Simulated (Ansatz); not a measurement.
Debugging a rigid scan of one bond angle of C₂H₃NS, SMILES CSC#N (the Python package of Ansatz (0.2.0)).

The cells in order, each with its output:

**Cell 1**
```python
import ansatz as az
from ase import Atoms
```

**Cell 2**
```python
atoms = Atoms(["C", "S", "C", "N", "H", "H", "H"], positions=[
    (-0.5457, 0.6636, -0.1889),
    (0.7458, 0.3664, 0.9555),
    (1.0654, -1.2026, 0.4357),
    (1.3961, -2.2716, 0.0837),
    (-0.2383, 0.6356, -1.2513),
    (-0.972, 1.7358, -0.0295),
    (-1.3901, 0.0047, -0.051),
])

# start the scan from a relaxed geometry
first = az.Crystal.molecule_from_ase(atoms).calculation()
first = first.basis(gaussian="6-31G*")
first = first.kpoints(2, 2, 2)
first = first.functional("pbe0")
first = first.relax(force_tolerance=0.02, max_steps=30)
atoms.positions = first.run(threads=1).report["positions_ang"]
```
Output:
```text
Traceback (most recent call last):
  File "<cell 2>", line 17, in <module>
    atoms.positions = first.run(threads=1).report["positions_ang"]
                      ~~~~~~~~~^^^^^^^^^^^
  ...
ansatz.RefusalError: invalid value for `basis.gaussian`: such a run doesn't read kpoints; remove what it names
```

Why does it end like this?

The fault: a molecule in a Gaussian basis takes no k-points. The correction:

```diff
--- before
+++ after
@@
 first = first.basis(gaussian="6-31G*")
-first = first.kpoints(2, 2, 2)
 first = first.functional("pbe0")
-first = first.relax(force_tolerance=0.02, max_steps=30)
+first = first.relax(force_tolerance=0.02, max_steps=80)
 atoms.positions = first.run(threads=1).report["positions_ang"]
@@
         .correlation("mp2")
-        .kpoints(2, 2, 2)
     )
```

Notebook, run cell by cell (the value of a cell's last expression is shown):

(earlier cells as before)

**Cell 2**
```python
atoms = Atoms(["C", "S", "C", "N", "H", "H", "H"], positions=[
    (-0.5457, 0.6636, -0.1889),
    (0.7458, 0.3664, 0.9555),
    (1.0654, -1.2026, 0.4357),
    (1.3961, -2.2716, 0.0837),
    (-0.2383, 0.6356, -1.2513),
    (-0.972, 1.7358, -0.0295),
    (-1.3901, 0.0047, -0.051),
])

# start the scan from a relaxed geometry
first = az.Crystal.molecule_from_ase(atoms).calculation()
first = first.basis(gaussian="6-31G*")
first = first.functional("pbe0")
first = first.relax(force_tolerance=0.02, max_steps=80)
atoms.positions = first.run(threads=1).report["positions_ang"]
```

**Cell 3**
```python
rows = []
for angle in [90, 100, 110, 120, 135, 150, 165, 179]:
    bent = atoms.copy()
    bent.set_angle(0, 1, 2, angle, indices=[2, 3])
    setup = (
        az.Crystal.molecule_from_ase(bent).calculation()
        .basis(gaussian="6-31G*")
        .correlation("mp2")
    )
    rows.append((angle, setup.run(threads=1).report["free_energy_ev"]))
floor = min(e for _, e in rows)
for angle, e in rows:
    print(f"angle C0-S1-C2 = {angle:3d} deg   {1000 * (e - floor):9.1f} meV")
```
Output:
```text
angle C0-S1-C2 =  90 deg        82.1 meV
angle C0-S1-C2 = 100 deg         0.0 meV
angle C0-S1-C2 = 110 deg       127.4 meV
angle C0-S1-C2 = 120 deg       426.3 meV
angle C0-S1-C2 = 135 deg      1136.2 meV
angle C0-S1-C2 = 150 deg      2074.8 meV
angle C0-S1-C2 = 165 deg      3062.8 meV
angle C0-S1-C2 = 179 deg      3609.2 meV
```

The scan is rigid, and the energies are electronic, in a modest basis. The zero is the lowest point of the grid, which needn't be the minimum. The start is relaxed with a density functional and scanned with the wavefunction method, so it isn't exactly that method's minimum. Timing: 11 s on 1 thread of AMD EPYC 9R45 96-Core Processor (Zen 5) (shared host), peak memory 0.22 GiB.
